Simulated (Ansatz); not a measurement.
Crystal: Sr₂O₅, cubic X2O5 type, 14 atoms in the cell.

Space group Pn-3m, simple cubic cell, positions in fractions of the edge: Sr (0 0 0), (0.5 0.5 0), (0.5 0 0.5), (0 0.5 0.5); O (0.5 0 0), (0 0.5 0), (0 0 0.5), (0.5 0.5 0.5), (0.75 0.75 0.25), (0.75 0.25 0.75), (0.25 0.75 0.75), (0.75 0.25 0.25), (0.25 0.75 0.25), (0.25 0.25 0.75).

The calculation used Ansatz, PBE, plane waves, PAW datasets (generated soft set 1).

Cutoff 420 eV; k-mesh 10×10×10 Γ-centred; Fermi–Dirac smearing of 0.0612 eV; no spin polarisation.

(1) What equilibrium volume, lattice constant and bulk modulus does this give?

Answers

(1) V₀ = 13.960 Å³/atom (a₀ = 5.803 Å), B₀ = 77.4 GPa, B₀′ = 4.49. The points behind the fit:

```
V (Å³/atom)   a (Å)  E − E(min) (meV/atom)  P (GPa)
     13.130  5.6859                  13.31     5.44
     13.410  5.7260                   5.63     3.41
     13.689  5.7655                   1.30     1.58
     13.969  5.8044                   0.00    -0.05
     14.248  5.8429                   1.38    -1.51
     14.527  5.8808                   5.17    -2.82
     14.807  5.9183                  11.14    -4.00
```

The published all-electron PBE values for this crystal (mean of FLEUR and WIEN2k, k-spacing 0.06 Å⁻¹; Bosoni et al., Nat. Rev. Phys. 6, 45 (2024)) are V₀ = 13.969 Å³/atom, B₀ = 77.4 GPa, B₀′ = 4.50. This run's mesh is coarser (spacing 0.11 Å⁻¹), so part of any difference comes from k-sampling.

The stress includes the program's correction for the finite plane-wave basis.

This cubic structure is a model: it isn't the usual form of the substance at ambient conditions, and such phases are metastable or hypothetical. The k-mesh is modest, so these values aren't fully converged in k. Spin polarisation is left out, and a magnetic state may lie lower.
